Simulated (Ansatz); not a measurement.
Relaxation of BH$_{5}$NSi (8 atoms, charge 0, multiplicity 2), to a largest force component of 0.015 eV/Å in at most 40 steps.

Computed with Ansatz, UKS B3LYP-D4/cc-pVDZ.

```xyz
8
Properties=species:S:1:pos:R:3:forces:R:3
N -1.279 0.731 -1.114 -0.63 0.22 -0.01
B -0.060 0.289 -1.018 0.52 -0.24 0.12
Si 0.555 -0.411 0.797 -0.09 -0.04 0.08
H -2.126 0.864 -0.605 -0.67 0.16 0.18
H 0.748 0.265 -1.865 0.73 0.00 -0.74
H -0.528 -1.066 1.539 -0.47 -0.21 0.25
H 1.647 -1.383 0.656 0.42 -0.35 -0.15
H 1.043 0.711 1.610 0.20 0.47 0.26
```

**Question.** Where does it end, and by what steps?

**Answer.** It converged. After 12 steps the energy has fallen by 0.107 eV; H4 moved furthest, 0.45 Å.

| step | energy less start (eV) | largest force component (eV/Å) | accepted |
| --- | --- | --- | --- |
| 0 | 0.0000 | 0.737 | yes |
| 1 | -0.0778 | 0.184 | yes |
| 2 | -0.0879 | 0.195 | yes |
| 3 | -0.0943 | 0.134 | yes |
| 4 | -0.0956 | 0.066 | yes |
| 5 | -0.0990 | 0.124 | yes |
| 6 | -0.1033 | 0.035 | yes |
| 7 | -0.1020 | 0.289 | no |
| 8 | -0.1052 | 0.147 | yes |
| 9 | -0.1061 | 0.085 | yes |
| 10 | -0.1066 | 0.050 | yes |
| 11 | -0.1070 | 0.017 | yes |
| 12 | -0.1071 | 0.004 | yes |

```xyz
8
Properties=species:S:1:pos:R:3
N -1.323 0.558 -1.138
B -0.018 0.414 -0.991
Si 0.567 -0.384 0.834
H -2.257 0.460 -0.769
H 0.850 0.695 -1.786
H -0.611 -0.706 1.701
H 1.353 -1.639 0.599
H 1.439 0.603 1.550
```

Whether the end is a true minimum wasn't checked by a vibrational analysis.

Run time: 19 s on 1 thread of AMD EPYC 9R45 (Zen 5), with other jobs on the host, peak memory 0.18 GiB.
